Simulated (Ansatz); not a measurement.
# A ladder of methods for BHClO (SMILES O[B]Cl)

BHClO: 4 atoms, total charge 0, spin state doublet. SMILES: `O[B]Cl`. The coordinates come from a PBE0-D4/def2-TZVP relaxation.

```xyz
4

O     0.5456    0.1911   -0.5893
B    -0.4299    0.0656    0.3126
Cl   -0.5572   -1.3232    1.3529
H     0.4970    1.0062   -1.0965
```

Quantity: the energy change with the O1–H4 bond stretched from 0.961 to 1.202 Å, in eV. The values are calculated.

```json
{"level": "USVWN5/STO-3G", "kind": "LDA", "program": "Ansatz", "value (eV)": "0.48", "less FCI/STO-3G": "-0.03", "CPU time (all runs)": "1.9 s"}
{"level": "U-r2SCAN0/STO-3G", "kind": "hybrid meta-GGA", "program": "Ansatz", "value (eV)": "0.70", "less FCI/STO-3G": "+0.19", "CPU time (all runs)": "8.7 s"}
{"level": "UB3LYP/STO-3G", "kind": "global hybrid", "program": "Ansatz", "value (eV)": "0.54", "less FCI/STO-3G": "+0.03", "CPU time (all runs)": "3.4 s"}
{"level": "UCAM-B3LYP/STO-3G", "kind": "range-separated hybrid", "program": "Ansatz", "value (eV)": "0.61", "less FCI/STO-3G": "+0.10", "CPU time (all runs)": "4.3 s"}
{"level": "UMP2/STO-3G", "kind": "perturbation theory", "program": "Ansatz", "value (eV)": "0.67", "less FCI/STO-3G": "+0.16", "CPU time (all runs)": "0.27 s"}
{"level": "UBCCD(T)/STO-3G", "kind": "coupled cluster or CI", "program": "Ansatz", "value (eV)": "0.51", "less FCI/STO-3G": "0.00", "CPU time (all runs)": "0.65 s"}
{"level": "UCCSD/STO-3G", "kind": "coupled cluster or CI", "program": "Ansatz", "value (eV)": "0.52", "less FCI/STO-3G": "+0.01", "CPU time (all runs)": "0.5 s"}
{"level": "UCCSDT(Q)/STO-3G", "kind": "coupled cluster or CI", "program": "Ansatz", "value (eV)": "0.51", "less FCI/STO-3G": "0.00", "CPU time (all runs)": "2.9 s"}
{"level": "FCI/STO-3G", "kind": "exact in the basis", "program": "Ansatz", "value (eV)": "0.51", "less FCI/STO-3G": "0.00", "CPU time (all runs)": "13 s"}
```

FCI/STO-3G is exact within its basis and frozen core, so for wave-function methods in that basis the difference is their error; functionals converge differently with the basis, so for them it is only a difference. The first shape isn't each level's own minimum. The values span 0.48 to 0.70 eV. All rows use very small basis sets, so none should be taken for the real molecule's value. In so small a basis fixed costs decide the times, and correlated methods can beat functionals. CPU times are rough (shared hosts, several kinds of processor and program).
